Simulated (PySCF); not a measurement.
Species: C6H12.
Numbering: `[CH3:1][CH2:2][CH2:3][CH:4]1[CH2:5][CH2:6]1` (hydrogens: H7, H8, H9 on C1; H10, H11 on C2; H12, H13 on C3; H14 on C4; H15, H16 on C5; H17, H18 on C6)

Torsions of this conformer, `[CH3:1][CH2:2][CH2:3][CH:4]1[CH2:5][CH2:6]1`: C1–C2–C3–C4 180°, C2–C3–C4–C5 84°.

The closed-shell ground state was solved at several levels (PySCF, density fitting, gas phase, non-relativistic). The structure is a single PBE0-D3(BJ)/def2-SVP conformer in the gas phase; no vibrational or solvent corrections.

```
          level  basis functions  total energy (Eh)  HOMO (eV)  LUMO (eV)  gap (eV)  dipole (D)
    B3LYP/pcJ-1              282          -235.8599      -7.65       1.34      8.99        0.14
B3LYP/def2-SVPD              216          -235.6862      -7.68       0.61      8.29        0.14
  PBE0/pcSseg-1              162          -235.5146      -7.89       1.62      9.51        0.14
```

(1) What might CAM-B3LYP/pcSseg-1 (162 basis functions) give for the same quantities?

(2) Over all these levels, which gives the widest orbital gap and which the narrowest?

(3) How far do the dipole and the HOMO energy spread over the levels?

## Answers

(1) Total energy -235.6625 Eh, HOMO -9.27 eV, LUMO 2.46 eV, gap 11.73 eV, dipole 0.14 D.

(2) CAM-B3LYP/pcSseg-1 (range-separated hybrid) has the widest, 11.73 eV, and B3LYP/def2-SVPD (global hybrid, 20 % exact exchange) the narrowest, 8.29 eV. Functional and basis both differ between the two, so the spread mixes both effects.

(3) The dipole runs from 0.14 to 0.14 D (mean 0.14 D) and the HOMO from -9.27 to -7.65 eV.
